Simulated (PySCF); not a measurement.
B3LYP has the VWN-RPA correlation part, as in Gaussian. 

Cartesian coordinates (Å):
SMILES: [NH2]
```xyz
3

N     -0.0006     0.4256     0.0000
H      0.8065    -0.2117     0.0000
H     -0.8059    -0.2139     0.0000
```
Charge 0, spin multiplicity 2.

**Question.** What is the computed dipole moment, highest occupied spin orbital and total energy (B3LYP-D3(BJ)/def2-TZVP in PySCF)?

**Answer.** 
| Quantity | Result |
|---|---|
| dipole moment | 1.94 D |
| highest occupied spin orbital | -8.43 eV |
| total energy | -55.9053 Ha |
